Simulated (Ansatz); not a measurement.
**CH₄Si (singlet): wave-function methods side by side, cc-pVDZ**

One table from this session's results is given with a row withheld; the runs are named, their logs left out.

Program: Ansatz 0.2.0, Gaussian basis. Level of theory: cc-pVDZ, core rule «outside noble gas», up to 6 orbitals frozen. These are calculated values, not measurements.

The runs, in order: UHF; CCSD(T) on RHF; CCSD(T) on UHF; BCCD(T) on RHF; CISD; CCSDT(Q) on RHF; CCSDT(Q) on UHF; CASSCF and MRCISD+Q, 8 electrons in 8 orbitals; CASSCF and NEVPT4(SD), 8 electrons in 8 orbitals; CASSCF and NEVPT2, 8 electrons in 8 orbitals.

23 further runs of the same task are left out: 10 that didn't finish, 13 set aside as unsound or not needed.

### What is computed

The geometry is a PBE0/def2-TZVP stationary point (not a proven minimum).

6 atoms, charge 0, spin multiplicity 1.

Atoms are counted from 1 here; the program's logs count them from 0.

Bond lengths: Si1–C2 1.699 Å, Si1–H3 1.478 Å, Si1–H4 1.478 Å, C2–H5 1.084 Å, C2–H6 1.084 Å. Angles: C2–Si1–H3 122.7°, C2–Si1–H4 122.7°, H3–Si1–H4 114.7°, Si1–C2–H5 122.2°, Si1–C2–H6 122.2°, H5–C2–H6 115.7°.

Geometry (Å):

```xyz
6
CH4Si
Si    0.0000    0.0000    0.5299
C     0.0000    0.0000   -1.1689
H     0.0000    1.2445    1.3276
H     0.0000   -1.2445    1.3276
H     0.0000    0.9175   -1.7458
H     0.0000   -0.9175   -1.7458
```

The first run:

Contents of in.yaml:

```yaml
crystal:
  periodic: [false, false, false]
  atoms:
    - {symbol: Si, position_ang: [0.000000, 0.000000, 0.529889]}
    - {symbol: C, position_ang: [0.000000, 0.000000, -1.168891]}
    - {symbol: H, position_ang: [0.000000, 1.244456, 1.327628]}
    - {symbol: H, position_ang: [0.000000, -1.244456, 1.327628]}
    - {symbol: H, position_ang: [0.000000, 0.917470, -1.745809]}
    - {symbol: H, position_ang: [0.000000, -0.917470, -1.745809]}
basis:
  gaussian: {orbitals: cc-pVDZ}
magnetization: {spin_polarized: true, initial_magnetization: 0}
hamiltonian: {xc: hf}
output: {orbitals: {seedname: orbitals}}
```

Started as:

```
ansatz run in.yaml --threads 1 --pin off --events-out ev --progress --plain --max-ram 2393MiB
```

Among the steps run: UHF; CCSD(T) on RHF; CCSD(T) on UHF; BCCD(T) on RHF; CISD; CCSDT(Q) on RHF; CCSDT(Q) on UHF; CASSCF and MRCISD+Q, 8 electrons in 8 orbitals; CASSCF and NEVPT4(SD), 8 electrons in 8 orbitals; CASSCF and NEVPT2, 8 electrons in 8 orbitals.

One table of the session follows, with a row left open; its other results are not shown here.

```
             method  from RCCSDT(Q) (kcal/mol)
                RHF                    +181.35
                UHF                    +180.09
               RMP2                     +28.62
               CISD                     +22.92
              RCCSD                      +7.22
           RCCSD(T)                      +1.08
            BCCD(T)                      +1.08
             RCCSDT                      +0.46
          RCCSDT(Q)                          0
    CASSCF frontier                          ?
    NEVPT2 frontier                     +30.05
NEVPT4(SD) frontier                      +3.74
    MRCISD frontier                      +9.98
  MRCISD+Q frontier                      +0.76
```

Q: Estimate the row for CASSCF frontier from the others.

**Answer.** from RCCSDT(Q) (kcal/mol): +120.54. In the column «from RCCSDT(Q) (kcal/mol)» it lies between NEVPT2 frontier (+30.05) and UHF (+180.09).

Not comparable, so not listed: CCSD(T) on UHF; CCSDT(Q) on UHF (they don't share determinant, frozen orbitals or solution with the rows shown, or repeat one).

Limits of these values: Warnings: restricted reference is unstable; spin contamination.
